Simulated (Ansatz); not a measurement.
# CH₃OS radical: small, medium and large basis sets

The task here is to estimate one member of a computed series from the others.

Method: one geometry, several basis sets; program: Ansatz 0.2.0, Gaussian basis.

Levels to be run: PBE0-D4/def2-SVP; ωB97M-V/def2-SVP; PBE0-D4/def2-QZVPP; ωB97M-V/def2-QZVPP; CCSD(T)/cc-pV(D+d)Z; CCSD(T)/cc-pV(T+d)Z; MP2/cc-pV(Q+d)Z; the functionals' def2-TZVPP values are taken from earlier runs.

1 further run of the same task is left out (it didn't finish).

## The geometry

The geometry comes from an earlier relaxation with PBE0-D4 in a triple-zeta def2 set; it is a stationary point.

SMILES `C[S]=O`, 6 atoms, charge 0, spin multiplicity 2.

Atoms are counted from 1 here; the program's logs count them from 0.

Bond lengths: C1–S2 1.794 Å, C1–H4 1.092 Å, C1–H5 1.091 Å, C1–H6 1.091 Å, S2–O3 1.492 Å. Angles: S2–C1–H4 107.9°, S2–C1–H5 109.4°, S2–C1–H6 109.4°, H4–C1–H5 110.1°, H4–C1–H6 110.1°, H5–C1–H6 109.9°, C1–S2–O3 106.5°.

Geometry (Å):

```tsv
atom	x (Å)	y (Å)	z (Å)
C1	-0.2393	0.4330	-0.2066
S2	-0.1798	-1.1198	0.6897
O3	1.2320	-1.5956	0.6169
H4	-1.2660	0.8033	-0.1678
H5	0.4355	1.1496	0.2641
H6	0.0597	0.2655	-1.2426
```

The first run:

Input file in.yaml:

```yaml
crystal:
  periodic: [false, false, false]
  atoms:
    - {symbol: C, position_ang: [-0.239338, 0.432982, -0.206616]}
    - {symbol: S, position_ang: [-0.179786, -1.119777, 0.689660]}
    - {symbol: O, position_ang: [1.231978, -1.595623, 0.616948]}
    - {symbol: H, position_ang: [-1.266016, 0.803264, -0.167790]}
    - {symbol: H, position_ang: [0.435502, 1.149619, 0.264149]}
    - {symbol: H, position_ang: [0.059660, 0.265534, -1.242551]}
basis:
  gaussian: {orbitals: def2-SVP}
magnetization: {spin_polarized: true, initial_magnetization: 1}
hamiltonian: {xc: pbe0, dispersion: d4}
output: {orbitals: {seedname: orbitals}}
```

Run with:

```
$ ansatz run in.yaml --threads 2 --pin off --events-out ev --progress --plain --max-ram 32768MiB --backend cpu
```

Steps of the session up to this table: PBE0-D4 in def2-SVP; ωB97M-V in def2-SVP; PBE0-D4 in def2-QZVPP; ωB97M-V in def2-QZVPP.

One of the session's tables, all rows but one given; the rest of the session is left out.

It belongs to the step «Functionals by basis». 

```
functional       basis  HOMO (eV)  LUMO (eV)
   PBE0-D4    def2-SVP      -6.56      -2.51
   PBE0-D4  def2-TZVPP      -6.72      -2.75
   PBE0-D4  def2-QZVPP      -6.78      -2.83
   ωB97M-V    def2-SVP          ?          ?
   ωB97M-V  def2-TZVPP      -8.76      -0.69
   ωB97M-V  def2-QZVPP      -8.82      -0.81
```

Q: Estimate the row for ωB97M-V, def2-SVP from the others.

**Answer.** HOMO (eV): -8.60; LUMO (eV): -0.31. In the column «HOMO (eV)» it lies between ωB97M-V, def2-TZVPP (-8.76) and PBE0-D4, def2-QZVPP (-6.78).
